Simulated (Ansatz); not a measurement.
# BH₄ (doublet): the correlation ladder at distance H1–H2 along a hydrogen transfer = 0.915 Å, 6-31G

How much of the correlation energy of BH₄ (doublet) does each wave-function method recover here?

Method: 6-31G, core rule «outside noble gas», up to 1 orbitals frozen; program: Ansatz 0.2.0, Gaussian basis.

To be run: UHF; CCSD(T) on ROHF; CCSD(T) on UHF; BCCD(T) on ROHF; CISD; CCSDT(Q) on ROHF; CCSDT(Q) on UHF; CISDTQ; CCSDTQ on ROHF; CCSDTQ on UHF; CASSCF and MRCISD+Q, 3 electrons in 3 orbitals; CASSCF and NEVPT2, 3 electrons in 3 orbitals; CASSCF and MRCISD+Q, 7 electrons in 8 orbitals; CASSCF and NEVPT2, 7 electrons in 8 orbitals; Full CI.

7 further runs of the same task are left out: 3 that didn't finish, 4 set aside as unsound or not needed.

### Step 1. The geometry

The geometry derives from fragments relaxed apart (PBE0/def2-TZVP) and kept rigid, so it is no stationary point. A hydrogen atom is moved between rigid fragments.

5 atoms, charge 0, spin multiplicity 2.

Atoms are counted from 1 here; the program's logs count them from 0.

Bond lengths: H2–B3 1.238 Å, B3–H4 1.191 Å, B3–H5 1.191 Å. Angles: H2–B3–H4 115.3°, H2–B3–H5 115.3°, H4–B3–H5 129.4°.

### Step 2. UHF

File in.yaml:

```yaml
crystal:
  periodic: [false, false, false]
  atoms:
    - {symbol: H, position_ang: [-1.991865, 0.000000, 0.000000]}
    - {symbol: H, position_ang: [-1.076865, 0.000000, 0.000000]}
    - {symbol: B, position_ang: [0.161135, 0.000000, 0.000000]}
    - {symbol: H, position_ang: [0.670208, 0.000000, 1.077008]}
    - {symbol: H, position_ang: [0.670209, 0.000000, -1.077008]}
basis:
  gaussian: {orbitals: 6-31G}
magnetization: {spin_polarized: true, initial_magnetization: 1}
hamiltonian: {xc: hf}
output: {orbitals: {seedname: orbitals}}
```

On the command line:

```bash
> ansatz run in.yaml --threads 1 --pin off --events-out ev --progress --plain --max-ram 2393MiB
```

The runs that follow: CCSD(T) on ROHF; CCSD(T) on UHF; BCCD(T) on ROHF; CISD; CCSDT(Q) on ROHF; CCSDT(Q) on UHF; CISDTQ; CCSDTQ on ROHF; CCSDTQ on UHF; CASSCF and MRCISD+Q, 3 electrons in 3 orbitals; CASSCF and NEVPT2, 3 electrons in 3 orbitals; CASSCF and MRCISD+Q, 7 electrons in 8 orbitals; CASSCF and NEVPT2, 7 electrons in 8 orbitals; Full CI.

**Question.** What will the summary of the whole plan be? Wanted: FCI below the RHF energy; RMP2 from FCI; UMP2 from FCI; RCCSD from FCI; RCCSD(T) from FCI; UCCSD(T) from FCI; RCCSDT(Q) from FCI; UCCSDT(Q) from FCI; NEVPT2 pair from FCI.

The runs gave:

```
                         quantity                                                                                                                                        value
         FCI below the RHF energy                                                                                                                                   -2.3130 eV
                    RMP2 from FCI                                                                                                                                 +55.1 kJ/mol
                    UMP2 from FCI                                                                                                                                 +54.7 kJ/mol
                   RCCSD from FCI                                                                                                                                  +3.7 kJ/mol
                RCCSD(T) from FCI                                                                                                                                  +1.0 kJ/mol
                UCCSD(T) from FCI                                                                                                                                  +1.0 kJ/mol
               RCCSDT(Q) from FCI                                                                                                                                   0.0 kJ/mol
               UCCSDT(Q) from FCI                                                                                                                                   0.0 kJ/mol
             NEVPT2 pair from FCI                                                                                                                                 +44.6 kJ/mol
          NEVPT2 valence from FCI                                                                                                                                 +20.2 kJ/mol
        MRCISD+Q valence from FCI                                                                                                                                  +0.5 kJ/mol
levels within 1 kcal/mol (43 meV)  RCCSD, UCCSD, RCCSD(T), UCCSD(T), BCCD(T), RCCSDT, UCCSDT, CISDTQ, RCCSDT(Q), UCCSDT(Q), RCCSDTQ, UCCSDTQ, MRCISD valence, MRCISD+Q valence
                    T1 diagnostic                                                                                                                                        0.019
   effectively unpaired electrons                                                                                                                                         1.02
```

What this shows: RCCSD(T) lands +1.0 kJ/mol from the yardstick (0.4 % of the correlation energy). One determinant dominates. Of the multireference levels listed MRCISD+Q valence comes nearest in total energy (+0.5 kJ/mol), which doesn't show that its space is the better one. These misses are within one basis, not against nature; the frozen cores of restricted and unrestricted runs differ, which can shift their rows.
